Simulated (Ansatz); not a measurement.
# What a trial cell of ScBe₃ relaxes into

The calculation used DFT PBE, scalar-relativistic, plane waves, PAW (Ansatz). Cutoff 420 eV, Γ-centred k mesh, Gaussian smearing, no spin polarisation in the final step.

ScBe₃ was placed on the Cu3Au (L1_2) structure type (Pm-3m, No. 221), with Sc in place of Au, Be in place of Cu, at a guessed volume.

```
Sc Be
1.0
     3.45112    0.00000    0.00000
     0.00000    3.45112    0.00000
     0.00000    0.00000    3.45112
Sc Be
1 3
Direct
  0.00000 0.00000 0.00000
  0.00000 0.50000 0.50000
  0.50000 0.00000 0.50000
  0.50000 0.50000 0.00000
```

Cell and atoms relax at zero pressure; the relaxation can't lower the symmetry of the start. After a coarse first stage the cell is made exact in the group found at 0.06 Å.

The zero of energy is the elements' standard structures at the same level; no fitted shifts are applied.

Describe the relaxed structure.

It keeps Pm-3m (No. 221). The result has the Cu3Au (L1_2) structure. Conventional cell: a = 3.708 Å. Sc has 12 Be at 2.62 Å; around Be lie 4 Sc at 2.62 Å and 8 Be at 2.62 Å.

```cif
data_structure
_symmetry_space_group_name_H-M 'Pm-3m'
_symmetry_Int_Tables_number 221
_cell_length_a 3.7079
_cell_length_b 3.7079
_cell_length_c 3.7079
_cell_angle_alpha 90.000
_cell_angle_beta 90.000
_cell_angle_gamma 90.000
_cell_volume 50.98
loop_
_atom_site_label
_atom_site_type_symbol
_atom_site_symmetry_multiplicity
_atom_site_Wyckoff_symbol
_atom_site_fract_x
_atom_site_fract_y
_atom_site_fract_z
_atom_site_occupancy
Sc1 Sc 1 a 0.00000 0.00000 0.00000 1
Be1 Be 3 c 0.00000 0.50000 0.50000 1
```

What are its volume, energy, density and gap?

The volume per atom is 12.74 Å³ and the density is 2.35 g/cm³. The energy over the elements is 0.27 eV/atom and the gap on the 12×12×12 mesh is 0 eV (a metal).

The final run used a 12×12×12 mesh on its 4-atom cell and 0.10 eV smearing. For metals, differences of a few meV/atom aren't resolved. A structure relaxed within its symmetry needn't be a true minimum. The steps took roughly 19 core-seconds in all.

Cost: 3 runs of about 0.31 core-minutes in all, on Intel Xeon Platinum 8488C (Sapphire Rapids) (shared hosts).